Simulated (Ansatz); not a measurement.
Geometry optimisation, Ansatz 0.2.0, RKS r2SCAN-D4/def2-SVP.

The input (input.yaml):

```yaml
crystal:
  periodic: [false, false, false]
  atoms:
    - { symbol: Si, position_ang: [-0.051069, -0.009506, -0.9255] }
    - { symbol: O, position_ang: [1.033549, 0.151269, 1.721595] }
    - { symbol: H, position_ang: [0.819419, -0.772345, 1.924594] }
    - { symbol: H, position_ang: [1.744404, 0.066553, 1.043433] }
    - { symbol: O, position_ang: [-1.040591, 1.3376, -0.986723] }
    - { symbol: H, position_ang: [-1.895875, 1.286774, -0.54124] }
    - { symbol: H, position_ang: [-1.042037, -1.022145, -0.272559] }
basis:
  gaussian: { orbitals: def2-SVP }
hamiltonian:
  xc: r2scan
  dispersion: d4
relax:
  f_tol: 0.03
  max_steps: 50
output:
  orbitals: {}
```

Run as:

```bash
$ ansatz run input.yaml --threads 1 --pin off --max-ram 2048MiB --backend cpu --events-out ev --progress --plain --runs-dir out
```

Where does it end, and by what steps?

The run converged. After 8 steps the energy has fallen by 0.254 eV; O2 moved furthest, 0.57 Å.

```tsv
step	energy less start (eV)	largest force component (eV/Å)	accepted
0	0.0000	0.907	yes
1	-0.0569	1.615	yes
2	-0.1309	2.206	yes
3	-0.2274	0.897	yes
4	-0.2497	0.171	yes
5	-0.2343	0.571	no
6	-0.2535	0.064	yes
7	-0.2540	0.040	yes
8	-0.2542	0.010	yes
```

```xyz
7
Properties=species:S:1:pos:R:3
Si 0.018 -0.141 -0.840
O 0.748 0.112 1.229
H 0.673 -0.742 1.681
H 1.697 0.301 1.188
O -0.880 1.288 -0.850
H -1.687 1.298 -0.322
H -1.002 -1.077 -0.122
```

Whether the end is a true minimum wasn't checked by a vibrational analysis.

The run took 28 s on 1 thread of Arm Neoverse V1, on a shared host, peak memory 0.11 GiB.
